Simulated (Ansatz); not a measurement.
A run of Ansatz (development build ahead of 0.2.0) on singlet HNO at this shape:

```
atom   x (Å)    y (Å)    z (Å)
   N  0.0004   0.4374  -0.3870
   H  0.0035   1.3105   0.2261
   O  0.0044  -0.5300   0.3151
```

Its results:

| Quantity | Value |
| --- | --- |
| Converged | yes |
| Reference energy | -128.05947 hartree |
| Correlation energy | -0.11855 hartree |
| Total energy | -128.17802 hartree |
| Spin squared of the determinant | 0.000 |

Q: Which input gives this output? Name the method, the orbitals and the basis set, and write the input.

A: RHF-MP2 in STO-3G. An unrestricted run that stays on the closed shell gives the same numbers.

```yaml
crystal:
  periodic: [false, false, false]
  atoms:
    - { symbol: "N", position_ang: [0.00043, 0.43737, -0.38703] }
    - { symbol: H, position_ang: [0.00347, 1.31054, 0.22608] }
    - { symbol: O, position_ang: [0.00443, -0.52997, 0.31506] }
basis:
  gaussian: { orbitals: STO-3G }
hamiltonian:
  xc: hf
correlation:
  method: mp2
  frozen_orbitals: { H: 0, "N": 1, O: 1 }
```
